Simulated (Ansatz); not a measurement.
**CH₃BO: functionals against CCSD(T) at one geometry**

Aim: energy, forces and dipole at a structure displaced at random from a GFN2-xTB minimum, from CCSD(T) and from density functionals.

Program: Ansatz 0.2.0, Gaussian basis. Level of theory: single points in def2-TZVPP. These are calculated values, not measurements.

Correlated methods freeze the cores. B3LYP uses VWN-RPA correlation.

### Step 1. Starting geometry

SMILES `CB=O`, 6 atoms, charge 0, spin multiplicity 1.

Atoms are counted from 1 here; the program's logs count them from 0.

Bond lengths: C1–B2 1.541 Å, C1–H4 1.092 Å, C1–H5 1.100 Å, C1–H6 1.078 Å, B2–O3 1.177 Å. Angles: B2–C1–H4 111.7°, B2–C1–H5 113.0°, B2–C1–H6 110.7°, H4–C1–H5 104.7°, H4–C1–H6 108.8°, H5–C1–H6 107.6°, C1–B2–O3 178.9°.

As a file:

```csv
atom,x (Å),y (Å),z (Å)
C1,-0.3540,0.3094,-0.2141
B2,0.7056,-0.6210,0.4070
O3,1.5316,-1.3163,0.8766
H4,-1.1066,0.6093,0.5181
H5,0.0682,1.2549,-0.5842
H6,-0.8470,-0.1739,-1.0416
```

### Step 2. CCSD(T)/def2-TZVPP

File run/in.yaml:

```yaml
crystal:
  periodic: [false, false, false]
  atoms:
    - {symbol: C, position_ang: [-0.354000, 0.309400, -0.214100]}
    - {symbol: B, position_ang: [0.705600, -0.621000, 0.407000]}
    - {symbol: O, position_ang: [1.531600, -1.316300, 0.876600]}
    - {symbol: H, position_ang: [-1.106600, 0.609300, 0.518100]}
    - {symbol: H, position_ang: [0.068200, 1.254900, -0.584200]}
    - {symbol: H, position_ang: [-0.847000, -0.173900, -1.041600]}
basis:
  gaussian: {orbitals: def2-TZVPP}
correlation: {method: ccsd_t}
output: {forces: true}
```

The command line of these runs was not kept.

### Step 3. PBE0-D4/def2-TZVPP

run/in.yaml: that of step 2 with these lines changed.

```diff
@@ -11,3 +11,3 @@
   gaussian: {orbitals: def2-TZVPP}
-correlation: {method: ccsd_t}
-output: {forces: true}
+hamiltonian: {xc: pbe0, dispersion: d4}
+output: {forces: true, orbitals: {seedname: orbitals}}
```

### Step 4. wB97M-V/def2-TZVPP

run/in.yaml: that of step 3 with these lines changed.

```diff
@@ -11,3 +11,3 @@
   gaussian: {orbitals: def2-TZVPP}
-hamiltonian: {xc: pbe0, dispersion: d4}
-output: {forces: true, orbitals: {seedname: orbitals}}
+hamiltonian: {xc: {name: wB97M-V}}
+output: {forces: true}
```

### Step 5. r2SCAN-D4/def2-TZVPP

run/in.yaml: that of step 4 with these lines changed.

```diff
@@ -11,3 +11,3 @@
   gaussian: {orbitals: def2-TZVPP}
-hamiltonian: {xc: {name: wB97M-V}}
+hamiltonian: {xc: r2scan, dispersion: d4}
 output: {forces: true}
```

### Step 6. PBE-D4/def2-TZVPP

run/in.yaml: that of step 5 with these lines changed.

```diff
@@ -11,3 +11,3 @@
   gaussian: {orbitals: def2-TZVPP}
-hamiltonian: {xc: r2scan, dispersion: d4}
+hamiltonian: {xc: pbe, dispersion: d4}
 output: {forces: true}
```

### Step 7. B3LYP-D4/def2-TZVPP

run/in.yaml: that of step 6 with these lines changed.

```diff
@@ -11,3 +11,3 @@
   gaussian: {orbitals: def2-TZVPP}
-hamiltonian: {xc: pbe, dispersion: d4}
+hamiltonian: {xc: {name: B3LYP}, dispersion: d4}
 output: {forces: true}
```

### Step 8. CAM-B3LYP-D4/def2-TZVPP

run/in.yaml: that of step 7 with these lines changed.

```diff
@@ -11,3 +11,3 @@
   gaussian: {orbitals: def2-TZVPP}
-hamiltonian: {xc: {name: B3LYP}, dispersion: d4}
+hamiltonian: {xc: {name: CAM-B3LYP}, dispersion: d4}
 output: {forces: true}
```

(Steps that only read results are left out.)

Q: Predict the outcome of this session. Wanted: energy less free atoms, CCSD(T)/def2-TZVPP; RMS force component; RMS force error; HOMO and LUMO, PBE0-D4; T1 diagnostic.

The runs gave:

| quantity | value |
| --- | --- |
| energy less free atoms, CCSD(T)/def2-TZVPP | -2523.1 kJ/mol |
| RMS force component | 0.829 to 1.277 eV/Å over the methods |
| RMS force error | PBE0-D4 0.260, wB97M-V 0.248, r2SCAN-D4 0.157, PBE-D4 0.198, B3LYP-D4 0.243, CAM-B3LYP-D4 0.369 eV/Å |
| HOMO and LUMO, PBE0-D4 | -9.90 and 0.40 eV |
| T1 diagnostic | 0.015 |

In words: Against CCSD(T) the functionals' energies less atoms differ by -132.4 to -74.8 kJ/mol, PBE-D4 by -132.4 kJ/mol. The reference is not at the basis limit: in triple zeta CCSD(T) underbinds, which counts against methods that bind more; the gaps are no ranking. The forces of r2SCAN-D4 come nearest to CCSD(T), those of CAM-B3LYP-D4 are farthest. Frozen-core CCSD(T) forces in triple zeta carry basis errors of their own, and this is one geometry, so small gaps rank nothing.
